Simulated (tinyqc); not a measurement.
Inside a calculation. Method: FCI on RHF in the sto-6g basis, for HF, spin multiplicity 1. Computed by tinyqc, a small Python program that keeps every step (integrals from PySCF). Settings: charge = 0, multiplicity = 1, basis = sto-6g, method = RHF, energy threshold = 1e-10, iteration cap = 61, orthogonalisation = symmetric, start = atomic densities, DIIS depth = 6, ci = FCI, davidson = 1. Command: `OMP_NUM_THREADS=1 python tinyqc.py 24211 24212 out.jsonl` (the two numbers bound the seeds that draw the settings). One thread of a shared host (Intel(R) Xeon(R) Processor @ 2.60GHz), about 0.2 s of CPU time with the checks. The early iterations of the SCF are left out here.

## One-electron integrals

Geometry (angstrom):
```
atom       x       y       z
F     0.0000  0.0000  0.0000
H     0.0000  0.0000  0.9870
```

Basis sto-6g: exponents (1/bohr^2) and contraction coefficients of normalised primitives:
```
element  l (shell)   exponent  coefficient
F            s (1)  1728.6266       0.0092
F            s (1)   316.9418       0.0494
F            s (1)    88.6689       0.1685
F            s (1)    30.4602       0.3706
F            s (1)    11.8286       0.4165
F            s (1)     4.8717       0.1303
F            s (2)    67.0323      -0.0133
F            s (2)    13.2674      -0.0470
F            s (2)     4.1235      -0.0338
F            s (2)     1.5865       0.2502
F            s (2)     0.6890       0.5951
F            s (2)     0.3158       0.2407
F            p (3)    67.0323       0.0038
F            p (3)    13.2674       0.0377
F            p (3)     4.1235       0.1739
F            p (3)     1.5865       0.4180
F            p (3)     0.6890       0.4259
F            p (3)     0.3158       0.1017
H            s (1)    35.5232       0.0092
H            s (1)     6.5131       0.0494
H            s (1)     1.8221       0.1685
H            s (1)     0.6260       0.3706
H            s (1)     0.2431       0.4165
H            s (1)     0.1001       0.1303
```

Overlap, kinetic and nuclear-attraction integrals over the contracted functions; the nuclear repulsion is the sum of Za Zb / Rab.

nuclear repulsion = 4.825324 hartree

overlap S, lower triangle:
```
         1F 1s   1F 2s  1F 2px  1F 2py  1F 2pz   2H 1s
1F 1s   1.0000
1F 2s   0.2325  1.0000
1F 2px  0.0000  0.0000  1.0000
1F 2py  0.0000  0.0000  0.0000  1.0000
1F 2pz  0.0000  0.0000  0.0000  0.0000  1.0000
2H 1s   0.0431  0.4063  0.0000  0.0000  0.3233  1.0000
```

kinetic energy T (hartree), lower triangle:
```
          1F 1s   1F 2s  1F 2px  1F 2py  1F 2pz   2H 1s
1F 1s   37.3977
1F 2s   -1.1433  1.0823
1F 2px   0.0000  0.0000  3.2513
1F 2py   0.0000  0.0000  0.0000  3.2513
1F 2pz   0.0000  0.0000  0.0000  0.0000  3.2513
2H 1s   -0.0031  0.0932  0.0000  0.0000  0.2175  0.7685
```

nuclear attraction V (hartree), lower triangle:
```
           1F 1s     1F 2s    1F 2px    1F 2py    1F 2pz    2H 1s
1F 1s   -78.3586
1F 2s    -7.9904  -12.0089
1F 2px    0.0000    0.0000  -11.9757
1F 2py    0.0000    0.0000    0.0000  -11.9757
1F 2pz   -0.0137   -0.1580    0.0000    0.0000  -12.0738
2H 1s    -1.7013   -3.7032    0.0000    0.0000   -2.6143  -5.9083
```

core Hamiltonian H = T + V (hartree), lower triangle:
```
           1F 1s     1F 2s   1F 2px   1F 2py   1F 2pz    2H 1s
1F 1s   -40.9609
1F 2s    -9.1337  -10.9266
1F 2px    0.0000    0.0000  -8.7244
1F 2py    0.0000    0.0000   0.0000  -8.7244
1F 2pz   -0.0137   -0.1580   0.0000   0.0000  -8.8225
2H 1s    -1.7045   -3.6100   0.0000   0.0000  -2.3968  -5.1398
```

## Two-electron integrals

Functions are numbered as in S; the eight-fold symmetry (ij|kl) = (ji|kl) = (kl|ij) leaves the list below.

Two-electron integrals (ij|kl) in chemists' order, unique and non-zero (hartree):
```
(11|11) 5.4062   (21|11) 0.7681   (21|21) 0.1389   (22|11) 1.2663
(22|21) 0.2840   (22|22) 0.9264   (31|31) 0.0295   (32|31) 0.0447
(32|32) 0.2048   (33|11) 1.2663   (33|21) 0.2840   (33|22) 0.9264
(33|33) 0.9981   (41|41) 0.0295   (42|41) 0.0447   (42|42) 0.2048
(43|43) 0.0538   (44|11) 1.2663   (44|21) 0.2840   (44|22) 0.9264
(44|33) 0.8905   (44|44) 0.9981   (51|51) 0.0295   (52|51) 0.0447
(52|52) 0.2048   (53|53) 0.0538   (54|54) 0.0538   (55|11) 1.2663
(55|21) 0.2840   (55|22) 0.9264   (55|33) 0.8905   (55|44) 0.8905
(55|55) 0.9981   (61|11) 0.1519   (61|21) 0.0263   (61|22) 0.0526
(61|33) 0.0525   (61|44) 0.0525   (61|51) 0.0011   (61|52) 0.0022
(61|55) 0.0528   (61|61) 0.0051   (62|11) 0.3732   (62|21) 0.0849
(62|22) 0.3076   (62|33) 0.3033   (62|44) 0.3033   (62|51) 0.0061
(62|52) 0.0457   (62|55) 0.3162   (62|61) 0.0161   (62|62) 0.1247
(63|31) 0.0096   (63|32) 0.0543   (63|53) 0.0096   (63|63) 0.0186
(64|41) 0.0096   (64|42) 0.0543   (64|54) 0.0096   (64|64) 0.0186
(65|11) 0.2485   (65|21) 0.0573   (65|22) 0.2221   (65|33) 0.2126
(65|44) 0.2126   (65|51) 0.0132   (65|52) 0.0858   (65|55) 0.2412
(65|61) 0.0114   (65|62) 0.1105   (65|65) 0.1160   (66|11) 0.5182
(66|21) 0.1201   (66|22) 0.4993   (66|33) 0.4822   (66|44) 0.4822
(66|51) 0.0113   (66|52) 0.1165   (66|55) 0.5336   (66|61) 0.0229
(66|62) 0.2572   (66|65) 0.2646   (66|66) 0.7750
```

## Orthogonalisation

S = U s U^T; symmetric (Loewdin) form X = U s^(-1/2) U^T, so that X^T S X = 1.

eigenvalues of S: 0.4606  0.8493  1.0000  1.0000  1.1224  1.5677

X, lower triangle:
```
          1F 1s    1F 2s  1F 2px  1F 2py   1F 2pz   2H 1s
1F 1s    1.0220
1F 2s   -0.1280   1.1021
1F 2px   0.0000   0.0000  1.0000
1F 2py   0.0000   0.0000  0.0000  1.0000
1F 2pz  -0.0059   0.0632  0.0000  0.0000   1.0492
2H 1s    0.0192  -0.2515  0.0000  0.0000  -0.1967  1.1278
```

## Starting guess

The start is atomic minimal-basis densities projected into this basis (PySCF's MINAO start) and scaled to the electron count of each spin; this density is not idempotent, so its energy is not variational and may lie below the converged one.

D at the start, lower triangle:
```
          1F 1s    1F 2s  1F 2px  1F 2py  1F 2pz   2H 1s
1F 1s    2.1512
1F 2s   -0.4949   2.1352
1F 2px   0.0000   0.0000  1.6365
1F 2py   0.0000   0.0000  0.0000  1.6365
1F 2pz   0.0135  -0.0846  0.0000  0.0000  1.5151
2H 1s   -0.0120   0.0375  0.0000  0.0000  0.1681  1.0175
```

## Iteration 7 (converged): orbitals

converged F (hartree), lower triangle:
```
           1F 1s    1F 2s   1F 2px   1F 2py   1F 2pz    2H 1s
1F 1s   -26.2404
1F 2s    -6.3699  -2.9083
1F 2px    0.0000   0.0000  -0.4718
1F 2py    0.0000   0.0000   0.0000  -0.4718
1F 2pz   -0.0214  -0.0777   0.0000   0.0000  -0.3328
2H 1s    -1.1905  -1.0078   0.0000   0.0000  -0.5469  -0.5103
```

Diagonalise F' = X^T F X, C = X C', fill 5 alpha and 5 beta electrons from the bottom; D = 2 C_occ C_occ^T. Each column has its largest component positive (the first on a tie).

F' = X^T F X (hartree), lower triangle:
```
          1        2        3        4        5        6
1  -25.8288
2   -3.1811  -1.7102
3    0.0000   0.0000  -0.4718
4    0.0000   0.0000   0.0000  -0.4718
5   -0.0410   0.0900   0.0000   0.0000  -0.1559
6   -0.1811  -0.5077   0.0000   0.0000  -0.5426  -0.0388
```

orbital energies (hartree): MO1 -26.2436, MO2 -1.4660, MO3 -0.5722, MO4 -0.4718, MO5 -0.4718, MO6 0.5482

coefficients C:
```
            MO1      MO2      MO3     MO4      MO5      MO6
1F 1s    0.9971  -0.2392   0.0687  0.0000   0.0000   0.0708
1F 2s    0.0127   0.9574  -0.3861  0.0000   0.0000  -0.4821
1F 2px   0.0000   0.0000   0.0000  0.1779   0.9840   0.0000
1F 2py   0.0000   0.0000   0.0000  0.9840  -0.1779   0.0000
1F 2pz   0.0018   0.0699   0.6986  0.0000   0.0000  -0.8067
2H 1s   -0.0030   0.1361   0.5410  0.0000   0.0000   1.0311
```

D after iteration 7, lower triangle:
```
          1F 1s    1F 2s  1F 2px  1F 2py  1F 2pz   2H 1s
1F 1s    2.1123
1F 2s   -0.4857   2.1318
1F 2px   0.0000   0.0000  2.0000
1F 2py   0.0000   0.0000  0.0000  2.0000
1F 2pz   0.0661  -0.4056  0.0000  0.0000  0.9858
2H 1s    0.0031  -0.1573  0.0000  0.0000  0.7749  0.6225
```

Within a degenerate level the vectors are fixed only up to a rotation; this is one choice.

## Convergence

Stop when the energy changes by less than 1e-10 hartree and every element of the error matrix X^T (F D S - S D F) X is below 3e-06.

Course of the cycle:
```
iteration  E (hartree)     change  largest element of the error matrix
1          -100.297645          -                             1.17e+00
2           -99.463644   8.34e-01                             2.52e-01
3           -99.499705  -3.61e-02                             2.94e-02
4           -99.500429  -7.23e-04                             3.68e-03
5           -99.500437  -7.97e-06                             6.58e-05
6           -99.500437  -2.19e-09                             2.18e-06
7           -99.500437  -2.37e-12                             1.49e-08
```

PySCF RHF in the same basis = -99.500437 hartree

Converged in 7 iterations.

## Populations, bond orders and dipole

Mulliken: Z minus the diagonal of D S on the atom; Loewdin: the same with S^(1/2) D S^(1/2); Mayer order: 2 sum_s sum (D(s) S)_ij (D(s) S)_ji over the two atoms.

Charges (e):
```
atom  Mulliken  Loewdin
1F     -0.1908  -0.1437
2H      0.1908   0.1437
```

Mayer bond orders:
```
pair   order
2-1   0.9636
```

dipole moment about the origin, x y z (debye): 0.0000  0.0000  1.2680

## Integrals over molecular orbitals

(pq|rs) = sum C_ip C_jq C_kr C_ls (ij|kl), one index at a time.

one-electron integrals over orbitals h = C^T H C (hartree), lower triangle:
```
          1        2        3        4        5        6
1  -40.9472
2    0.7178  -9.2103
3   -0.2011   0.5656  -7.4939
4    0.0000   0.0000   0.0000  -8.7244
5    0.0000   0.0000   0.0000   0.0000  -8.7244
6   -0.2173   1.1333   1.9401   0.0000   0.0000  -6.1208
```

Two-electron integrals over orbitals (pq|rs), unique and non-zero (hartree):
```
(11|11) 5.3813    (21|11) -0.5211   (21|21) 0.0815    (22|11) 1.2256
(22|21) -0.0219   (22|22) 0.8625    (31|11) 0.1537    (31|21) -0.0225
(31|22) 0.0121    (31|31) 0.0229    (32|11) -0.1468   (32|21) 0.0085
(32|22) -0.0273   (32|31) 0.0208    (32|32) 0.1547    (33|11) 0.9862
(33|21) -0.0102   (33|22) 0.7477    (33|31) -0.0050   (33|32) -0.0414
(33|33) 0.7515    (41|41) 0.0304    (42|41) 0.0392    (42|42) 0.1832
(43|41) -0.0105   (43|42) -0.0397   (43|43) 0.0453    (44|11) 1.2660
(44|21) -0.0138   (44|22) 0.8844    (44|31) 0.0039    (44|32) -0.0763
(44|33) 0.7426    (44|44) 0.9981    (51|51) 0.0304    (52|51) 0.0392
(52|52) 0.1832    (53|51) -0.0105   (53|52) -0.0397   (53|53) 0.0453
(54|54) 0.0538    (55|11) 1.2660    (55|21) -0.0138   (55|22) 0.8844
(55|31) 0.0039    (55|32) -0.0763   (55|33) 0.7426    (55|44) 0.8905
(55|55) 0.9981    (61|11) 0.1641    (61|21) -0.0277   (61|22) 0.0015
(61|31) -0.0090   (61|32) -0.0250   (61|33) 0.0110    (61|44) 0.0041
(61|55) 0.0041    (61|61) 0.0260    (62|11) -0.2355   (62|21) 0.0059
(62|22) -0.1233   (62|31) -0.0204   (62|32) -0.0526   (62|33) -0.0354
(62|44) -0.1206   (62|55) -0.1206   (62|61) 0.0162    (62|62) 0.0954
(63|11) -0.3676   (63|21) 0.0058    (63|22) -0.1803   (63|31) 0.0023
(63|32) 0.0931    (63|33) -0.1183   (63|44) -0.2052   (63|55) -0.2052
(63|61) -0.0058   (63|62) 0.0539    (63|63) 0.1867    (64|41) -0.0101
(64|42) -0.0398   (64|43) -0.0164   (64|64) 0.0309    (65|51) -0.0101
(65|52) -0.0398   (65|53) -0.0164   (65|65) 0.0309    (66|11) 0.8816
(66|21) -0.0089   (66|22) 0.6748    (66|31) 0.0149    (66|32) 0.0670
(66|33) 0.6692    (66|44) 0.6469    (66|55) 0.6469    (66|61) -0.0093
(66|62) -0.0658   (66|63) -0.0144   (66|66) 0.7117
```

## FCI: determinants and Hamiltonian

Hartree-Fock energy = -99.500437 hartree

Slater-Condon rules over spin orbitals, with the nuclear repulsion added and E(HF) subtracted on the diagonal. Only determinants linked to the reference directly or through others are kept (one block of an abelian symmetry group), so some states are absent.

Occupation strings over the orbitals (2 doubly, a alpha, b beta, 0 empty; spin orbitals ordered 1a 1b 2a 2b ...): 222220 22a22b 2a222b a2222b 22b22a 2b222a b2222a 222202 222022 220222 2ab222 a2b222 2ba222 202222 ab2222 b2a222 ba2222 022222

H - E(HF) between determinants (hartree), lower triangle:
```
         222220   22a22b   2a222b   a2222b   22b22a   2b222a   b2222a   222202
222220   0.0000
22a22b   0.0000   0.6378
2a222b   0.0000  -0.0131   1.4348
a2222b   0.0000  -0.0206   0.0251  25.9362
22b22a   0.0000  -0.1867  -0.0539   0.0058   0.6378
2b222a   0.0000  -0.0539  -0.0954  -0.0162  -0.0131   1.4348
b2222a   0.0000   0.0058  -0.0162  -0.0260  -0.0206   0.0251  25.9362
222202   0.0309   0.0164   0.0398   0.0101  -0.0164  -0.0398  -0.0101   1.2238
222022   0.0309   0.0164   0.0398   0.0101  -0.0164  -0.0398  -0.0101   0.0538
220222   0.1867   0.1039  -0.0931  -0.0023  -0.1039   0.0931   0.0023   0.0453
2ab222  -0.0539   0.0931  -0.1658   0.0058  -0.0305   0.0526   0.0204   0.0397
a2b222   0.0058   0.0023   0.0058  -0.3531  -0.0203   0.0250   0.0090   0.0105
2ba222   0.0539  -0.0305   0.0526   0.0204   0.0931  -0.1658   0.0058  -0.0397
202222   0.0954   0.0526   0.0575  -0.0059  -0.0526  -0.0575   0.0059   0.1832
ab2222  -0.0162  -0.0204   0.0059  -0.1697   0.0250  -0.0108   0.0277  -0.0392
b2a222  -0.0058  -0.0203   0.0250   0.0090   0.0023   0.0058  -0.3531  -0.0105
ba2222   0.0162   0.0250  -0.0108   0.0277  -0.0204   0.0059  -0.1697   0.0392
022222   0.0260   0.0090   0.0277  -0.1734  -0.0090  -0.0277   0.1734   0.0304

         222022   220222   2ab222   a2b222   2ba222   202222   ab2222   b2a222
222022   1.2238
220222   0.0453   1.4004
2ab222   0.0397   0.1216   2.1881
a2b222   0.0105   0.0405   0.0238  26.7210
2ba222  -0.0397  -0.1216  -0.1547  -0.0208   2.1881
202222   0.1832   0.1547   0.1074  -0.0085  -0.1074   3.0943
ab2222  -0.0392  -0.0208   0.0085  -0.2269   0.0234  -0.0121  27.7520
b2a222  -0.0105  -0.0405  -0.0208  -0.0229   0.0238   0.0085   0.0225  26.7210
ba2222   0.0392   0.0208   0.0234   0.0225   0.0085   0.0121  -0.0815  -0.2269
022222   0.0304   0.0229   0.0225  -0.1182  -0.0225   0.0815   0.4871   0.1182

         ba2222   022222
ba2222  27.7520
022222  -0.4871  56.2022
```

## FCI: roots

Diagonalise (each vector has its largest component positive (the first on a tie)); all determinants have Ms = 0, so triplets appear too. The lowest singlet root is the correlation energy.

lowest roots of this matrix, relative to E(HF) (hartree): -0.0317  0.4443  0.7774  1.1701  1.1948  1.3249  1.3862  1.5360

lowest vectors:
```
         root 1   root 2   root 3   root 4
222220   0.9895   0.0000  -0.0460   0.0000
22a22b   0.0141   0.7049   0.6834   0.0000
2a222b  -0.0023   0.0497  -0.0777   0.0000
a2222b   0.0000   0.0004   0.0008   0.0000
22b22a  -0.0141   0.7049  -0.6834   0.0000
2b222a   0.0023   0.0497   0.0777   0.0000
b2222a   0.0000   0.0004  -0.0008   0.0000
222202  -0.0174   0.0000   0.0002   0.7071
222022  -0.0174   0.0000   0.0002  -0.7071
220222  -0.1327   0.0000  -0.2166   0.0000
2ab222   0.0300  -0.0243  -0.0491   0.0000
a2b222  -0.0001   0.0004  -0.0002   0.0000
2ba222  -0.0300  -0.0243   0.0491   0.0000
202222  -0.0240   0.0000  -0.0063   0.0000
ab2222   0.0005  -0.0001   0.0010   0.0000
b2a222   0.0001   0.0004   0.0002   0.0000
ba2222  -0.0005  -0.0001  -0.0010   0.0000
022222  -0.0004   0.0000   0.0000   0.0000
```

<S^2> of these roots: 0.0000  2.0000  0.0000  0.0000  0.0000  2.0000  0.0000  0.0000

weight of the ground state by excitation level 0, 1, 2, ...: 0.9790  0.0004  0.0206

## The lowest root by the Davidson method

Start from the reference; add the residual divided by (theta - H_ii), orthogonalised, at each step.

Davidson iterations:
```
iteration  subspace  lowest Ritz value (hartree)  residual norm
1                 1                            0       2.30e-01
2                 2                    -0.030853       4.16e-02
3                 3                    -0.031711       4.50e-03
4                 4                    -0.031721       5.34e-04
5                 5                    -0.031722       2.60e-05
6                 6                    -0.031722       2.04e-06
7                 7                    -0.031722       1.88e-07
8                 8                    -0.031722       4.23e-09
```
